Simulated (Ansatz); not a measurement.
A run of Ansatz (development build ahead of 0.2.0) on doublet C5H5 at this shape:

```xyz
10

C    -0.7991    0.5198    0.7319
C    -1.0900   -0.4149   -0.2863
C     0.1245   -0.7768   -0.9074
C     1.1688   -0.0642   -0.2753
C     0.5971    0.7378    0.7384
H    -1.5292    0.9948    1.3976
H    -2.0840   -0.7949   -0.5465
H     0.2400   -1.4854   -1.7348
H     2.2326   -0.1225   -0.5260
H     1.1403    1.4106    1.4106
```

Its results:

```json
{
 "Converged": "yes",
 "Total energy": "-193.08472 hartree",
 "Spin squared of the determinant": "0.776",
 "Stability test": "minimum"
}
```

Forces (eV/Å):
```tsv
atom	Fx	Fy	Fz
C1	0.218	0.404	0.400
C2	0.593	-1.495	-1.787
C3	-3.162	-0.691	-0.248
C4	0.811	1.942	2.076
C5	1.489	-0.148	-0.421
H6	0.124	-0.074	-0.100
H7	0.206	0.063	0.033
H8	-0.061	0.112	0.137
H9	-0.127	0.024	0.049
H10	-0.090	-0.137	-0.139
```

Task: Which input gives this output? Name the method, the orbitals and the basis set, and write the input.

Result: PBE0 (unrestricted) in def2-SVP.

```yaml
crystal:
  periodic: [false, false, false]
  atoms:
    - { symbol: C, position_ang: [-0.79905, 0.51981, 0.73188] }
    - { symbol: C, position_ang: [-1.08996, -0.41491, -0.28625] }
    - { symbol: C, position_ang: [0.12453, -0.77676, -0.9074] }
    - { symbol: C, position_ang: [1.1688, -0.06422, -0.27531] }
    - { symbol: C, position_ang: [0.59712, 0.73783, 0.73836] }
    - { symbol: H, position_ang: [-1.52918, 0.99477, 1.39761] }
    - { symbol: H, position_ang: [-2.084, -0.79488, -0.54655] }
    - { symbol: H, position_ang: [0.23999, -1.48545, -1.73484] }
    - { symbol: H, position_ang: [2.23264, -0.12248, -0.52595] }
    - { symbol: H, position_ang: [1.14033, 1.41061, 1.4106] }
basis:
  gaussian: { orbitals: def2-SVP }
magnetization:
  spin_polarized: true
  initial_magnetization: 1
hamiltonian:
  xc: pbe0
output:
  forces: true
```

Caution: the determinant breaks the point group.
